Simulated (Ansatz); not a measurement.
Geometry optimisation, RKS PBE0-D4/def2-SVP (Ansatz).

input.yaml

```yaml
crystal:
  periodic: [false, false, false]
  atoms:
    - { symbol: C, position_ang: [-0.7071, 0.6476, 0.1972] }
    - { symbol: C, position_ang: [-0.321, -0.3938, 1.1437] }
    - { symbol: O, position_ang: [0.3968, -1.3037, 0.3208] }
    - { symbol: C, position_ang: [0.9742, -0.5339, -0.7833] }
    - { symbol: "N", position_ang: [0.42, 0.8184, -0.6864] }
    - { symbol: H, position_ang: [-1.0174, 1.6408, 0.6906] }
    - { symbol: H, position_ang: [-1.5865, 0.359, -0.4053] }
    - { symbol: H, position_ang: [-1.12, -0.8957, 1.6019] }
    - { symbol: H, position_ang: [0.3481, 0.0132, 1.9701] }
    - { symbol: H, position_ang: [1.9957, -0.5726, -0.7751] }
    - { symbol: H, position_ang: [0.515, -1.0212, -1.6706] }
    - { symbol: H, position_ang: [0.1792, 1.1868, -1.5696] }
basis:
  gaussian: { orbitals: def2-SVP }
hamiltonian:
  xc: pbe0
  dispersion: d4
relax:
  f_tol: 0.02
  max_steps: 50
```

Launched with:

```bash
$ ansatz run input.yaml --threads 2 --pin off --max-ram 3072MiB --backend cpu --events-out ev --progress --plain --runs-dir out
```

Where does it end, and by what steps?

The run converged. After 11 steps the energy has fallen by 0.520 eV; O3 moved furthest, 0.20 Å.

| step | energy less start (eV) | largest force component (eV/Å) | accepted |
| --- | --- | --- | --- |
| 0 | 0.0000 | 5.158 | yes |
| 1 | -0.4520 | 1.544 | yes |
| 2 | -0.5123 | 0.242 | yes |
| 3 | -0.5098 | 0.319 | no |
| 4 | -0.5166 | 0.033 | yes |
| 5 | -0.5169 | 0.027 | yes |
| 6 | -0.5181 | 0.027 | yes |
| 7 | -0.5161 | 0.153 | no |
| 8 | -0.5194 | 0.063 | yes |
| 9 | -0.5196 | 0.086 | yes |
| 10 | -0.5195 | 0.095 | no |
| 11 | -0.5201 | 0.012 | yes |

```xyz
12
Properties=species:S:1:pos:R:3
C -0.752 0.682 0.170
C -0.299 -0.385 1.155
O 0.555 -1.218 0.400
C 0.908 -0.564 -0.790
N 0.453 0.800 -0.624
H -1.016 1.633 0.658
H -1.638 0.326 -0.400
H -1.132 -0.981 1.561
H 0.252 0.069 2.000
H 2.003 -0.603 -0.936
H 0.428 -1.093 -1.649
H 0.314 1.279 -1.509
```

The run took 41 s on 2 threads of Intel(R) Xeon(R) Platinum 8488C (Sapphire Rapids) (shared host), peak memory 0.24 GiB.
